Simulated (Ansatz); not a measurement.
**Li2 (lithium dimer): from total energies to a heat of formation**

Li2 has 2 atoms, charge 0, and is taken as a singlet. SMILES: `[Li][Li]`. The bond length is the measured one.

```xyz
2

Li    0.0000    0.0000    0.0000
Li    0.0000    0.0000    2.6729
```

Total energies at wB97X/def2-SVP (Ansatz 0.2.0); the atoms run unrestricted:

```
species    state  energy (Eh)
    Li2  singlet   -14.982122
     Li  doublet    -7.474018
```

Harmonic wavenumbers at PBE0/aug-cc-pVTZ, in cm⁻¹: 344.

Measured heats of formation of the gaseous atoms at 298.15 K, in kJ/mol: Li 159.3. Take 1 Eh = 2625.50 kJ/mol, 1 cm⁻¹ = 0.0119627 kJ/mol, RT = 2.479 kJ/mol.

Question: Work out the heat of formation of the gas at 298 K.

Answer: 
1. Electronic atomisation energy: 2 × (-7.474018) − (-14.982122) = 0.034086 Eh = 89.5 kJ/mol.
2. Zero-point energy: half the sum of the wavenumbers, 172 cm⁻¹ = 2.1 kJ/mol.
3. Thermal vibrational enthalpy, Σ hcν̃/(exp(hcν̃/kT) − 1): 1.0 kJ/mol. Translation, rotation and pV of a linear molecule: 3.5 RT = 8.7 kJ/mol.
4. The 2 free atoms carry 5/2 RT each: 12.4 kJ/mol.
5. Atomisation enthalpy at 298 K: 89.5 − 2.1 − 1.0 − 8.7 + 12.4 = 90.1 kJ/mol.
6. Sum of the atoms' heats of formation: 318.6 kJ/mol. Heat of formation: 318.6 − 90.1 = +228.5 kJ/mol.

The tabulated value is +215.9 kJ/mol (NIST-JANAF tables), so this level is off by +12.6 kJ/mol, or 12.3 % of the atomisation enthalpy that the table implies (102.7 kJ/mol). Anharmonicity and any spin-orbit splitting of the molecule are left out.
